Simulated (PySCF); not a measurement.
Compound: C2ClFN (charge -1).
Cartesian coordinates in Å at the GFN2-xTB level; atoms count from 1:
```
atom  x, y, z in Å
N1     2.039   -0.239   -0.092
C2     0.889   -0.051   -0.057
C3    -0.412    0.156    0.360
F4    -1.002    1.348   -0.122
Cl5   -1.504   -1.211   -0.106
```

Structure optimised with GFN2-xTB, isolated species.

Masses are those of the commonest isotopes; rigid-rotor values at the optimised geometry. The values belong to one conformer with, in the numbering `[N:1]#[C:2][C-:3]([F:4])[Cl:5]`, N1–C2–C3–F4 123°.

**Question.** What are A, B and C (cm⁻¹)?

**Answer.** Ia = 78.82, Ib = 161.46, Ic = 235.88 u·Å²; 505379 MHz·u·Å²/I gives 6412, 3130 and 2143 MHz, that is A = 0.21388, B = 0.10440, C = 0.07147 cm⁻¹.

**Question.** Classify the top.

**Answer.** An asymmetric top; Ray's κ = -0.537.

**Question.** What does the inertial defect say?

**Answer.** Not planar: Δ = Ic − Ia − Ib = -4.41 u·Å². For a rigid frame Δ = −2 Σ m c², so Σ m c² = 2.20 u·Å² lies off the ab plane. The atom farthest from that plane is 0.39 Å away.

**Question.** Give the other two planar moments, Paa and Pbb, and the rms extents of the mass along the axes.

**Answer.** Paa = Σ m a² = (Ib + Ic − Ia)/2 = 159.26 and Pbb = Σ m b² = (Ia + Ic − Ib)/2 = 76.62 u·Å². With the mass M = 91.97 u, the rms extents √(P/M) along a, b and c are 1.32, 0.91, 0.15 Å.

**Question.** Estimate the classical rotational partition function at 10 K, 50 K and 500 K.

**Answer.** Point group C1, symmetry number σ = 1; q = (√π/σ)·√((kT/h)³/(ABC)), k/h = 20836.6 MHz/K: 813 at 10 K, 9090 at 50 K, 287000 at 500 K.

Whether it is a minimum is left open (no frequencies). These are rigid-rotor constants of the computed structure; measured ground-state constants (B0) also hold zero-point vibration.
